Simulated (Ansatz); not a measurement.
BH2, doublet along the distance B1-H2

Starting geometry (PBE0/def2-TZVP stationary point for this spin, not checked as a minimum):

```xyz
3

B     0.0000   -0.0800    0.0000
H     0.0000    0.4291   -1.0770
H     0.0000    0.4291    1.0770
```

From there H2 moves along the line of the two atoms named below, all else staying in place; atoms are numbered as listed. Energies are in kcal/mol, counted from the starting geometry at the same level.

Basis aug-cc-pVDZ; Ansatz 0.2.0. Only valence electrons are correlated (noble-gas cores frozen). R marks a restricted (for open shells ROHF) determinant, U an unrestricted one.

Unrestricted rows (U) aren't spin-pure: their determinants' ⟨S²⟩ exceeds S(S+1) by up to 0.48, so they mix in states of higher spin. For open shells CISD is restricted-active-space CI with the open shells as a complete middle space.

Full CI is exact within this basis and frozen core; it isn't the basis-set limit. The frozen core follows each run's orbitals, which can shift R against U totals by a few meV.

| distance B1-H2 (Å) | full CI | unpaired electrons (full CI) | error RHF | error RMP2 | error UMP2 | error CISD | error UCCSD(T) | error RCCSDT(Q) |
| --- | --- | --- | --- | --- | --- | --- | --- | --- |
| 0.962 | 25.0 | 1.02 | -1.3 | -0.6 | -0.6 | -0.3 | 0.0 | 0.0 |
| 1.075 | 5.7 | 1.02 | -0.7 | -0.4 | -0.4 | -0.1 | 0.0 | 0.0 |
| 1.191 | 0.0 | 1.02 | 0.0 | 0.0 | 0.0 | 0.0 | 0.0 | 0.0 |
| 1.340 | 4.0 | 1.02 | 1.2 | 0.6 | 0.6 | 0.2 | 0.0 | 0.0 |
| 1.487 | 13.9 | 1.03 | 2.6 | 1.5 | 1.5 | 0.5 | 0.1 | 0.0 |
| 1.619 | 24.8 | 1.04 | 4.2 | 2.5 | 2.5 | 0.9 | 0.2 | 0.0 |
| 1.933 | 50.1 | 1.10 | 9.6 | 6.0 | 9.2 | 2.2 | 0.4 | 0.0 |
| 2.152 | 63.9 | 1.17 | 15.3 | 9.8 | 10.5 | 3.8 | 0.7 | 0.0 |
| 2.646 | 78.5 | 1.18 | 3.3 | 6.8 | 6.8 | 1.9 | 0.4 | 0.0 |
| 3.291 | 80.2 | 1.12 | 0.1 | 4.7 | 7.4 | 0.8 | 0.1 | 0.0 |
| 4.139 | 80.3 | 1.12 | -0.3 | 4.5 | 7.7 | 0.7 | 0.1 | 0.0 |

Unpaired electrons are Σ n²(2−n)² over natural occupations. Errors are those of relative energies. In total energy the starting point itself misses full CI by: RHF 57.7, RMP2 13.9, UMP2 13.7, CISD 2.2, UCCSD(T) 0.3, RCCSDT(Q) 0.0 kcal/mol.

Spread of the error over the points with a reference, to 4.139 Å (largest less smallest): RCCSDT(Q) 0.0, UCCSD(T) 0.7, CISD 4.0, RMP2 10.5, UMP2 11.1, RHF 16.6 kcal/mol.

Going outwards, the relative energy of RHF first misses by more than 1.0 kcal/mol at 1.340 Å.

Going outwards, the relative energy of RMP2 first misses by more than 1.0 kcal/mol at 1.487 Å.
